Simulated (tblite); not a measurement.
C4H9NO.
Numbering: `[H]/[N:6]=[CH:5]\[CH2:4][CH2:3][O:2][CH3:1]` (hydrogens: H7, H8, H9 on C1; H10, H11 on C3; H12, H13 on C4; H14 on C5; H15 on N6)

Computed with GFN2-xTB (tblite), gas phase: L-BFGS steps from a force-field or distance-geometry start until the largest atomic force falls under 0.01 eV/Å.

At the end of the run (lengths in Å): C5=N6 1.252, C1–O2 1.402, C5–H14 1.085, O2–C3 1.408, N6–H15 1.021, C4–H12 1.093, C3–H10 1.103, C4–C5–N6 128.3°, C1–O2–C3 113.1°, O2–C3–C4 108.8°, C3–C4–C5 110.9°, C1–O2–C3–C4 176°, O2–C3–C4–C5 -67°, C3–C4–C5–N6 -128°, H14–C5–C4–C3 52°, H12–C4–C5–N6 -6°.

Question: These geometries were met on the way; a selection of coordinates is given. Order them by energy above the end point, lowest first.
A. C5=N6 1.225, C1–O2 1.412, C5–H14 1.109, O2–C3 1.415, N6–H15 1.038, C4–H12 1.096, C3–H10 1.101, C4–C5–N6 124.4°, C1–O2–C3 112.2°, O2–C3–C4 109.5°, C3–C4–C5 110.3°, C1–O2–C3–C4 179°, O2–C3–C4–C5 -73°, C3–C4–C5–N6 -118°, H14–C5–C4–C3 63°, H12–C4–C5–N6 4°
B. C5=N6 1.251, C1–O2 1.403, C5–H14 1.082, O2–C3 1.408, N6–H15 1.022, C4–H12 1.096, C3–H10 1.102, C4–C5–N6 125.7°, C1–O2–C3 112.5°, O2–C3–C4 109.6°, C3–C4–C5 110.7°, C1–O2–C3–C4 179°, O2–C3–C4–C5 -74°, C3–C4–C5–N6 -117°, H14–C5–C4–C3 62°, H12–C4–C5–N6 4°
C. C5=N6 1.253, C1–O2 1.403, C5–H14 1.085, O2–C3 1.405, N6–H15 1.022, C4–H12 1.092, C3–H10 1.103, C4–C5–N6 126.9°, C1–O2–C3 112.4°, O2–C3–C4 109.7°, C3–C4–C5 110.7°, C1–O2–C3–C4 179°, O2–C3–C4–C5 -74°, C3–C4–C5–N6 -116°, H14–C5–C4–C3 62°, H12–C4–C5–N6 3°
D. C5=N6 1.291, C1–O2 1.437, C5–H14 1.112, O2–C3 1.432, N6–H15 1.020, C4–H12 1.108, C3–H10 1.089, C4–C5–N6 123.9°, C1–O2–C3 110.6°, O2–C3–C4 107.6°, C3–C4–C5 109.8°, C1–O2–C3–C4 180°, O2–C3–C4–C5 -74°, C3–C4–C5–N6 -117°, H14–C5–C4–C3 64°, H12–C4–C5–N6 3°
E. C5=N6 1.257, C1–O2 1.405, C5–H14 1.091, O2–C3 1.411, N6–H15 1.027, C4–H12 1.096, C3–H10 1.103, C4–C5–N6 123.8°, C1–O2–C3 112.6°, O2–C3–C4 109.8°, C3–C4–C5 110.1°, C1–O2–C3–C4 179°, O2–C3–C4–C5 -73°, C3–C4–C5–N6 -118°, H14–C5–C4–C3 62°, H12–C4–C5–N6 4°

Answer: C (0.013 eV), B (0.027 eV), E (0.046 eV), A (0.089 eV), D (0.148 eV).

| step | E above end (eV) | rms distance from the end, all atoms (Å) | largest force (eV/Å) | rms shift of all bonds from the end (Å) |
| --- | --- | --- | --- | --- |
| 8 | 0.013 | 0.126 | 0.103 | 0.001 |
| 4 | 0.027 | 0.131 | 0.221 | 0.003 |
| 2 | 0.046 | 0.134 | 0.416 | 0.003 |
| 1 | 0.089 | 0.134 | 2.484 | 0.011 |
| 0 | 0.148 | 0.136 | 2.530 | 0.019 |

Rows stand in the order of the answer.
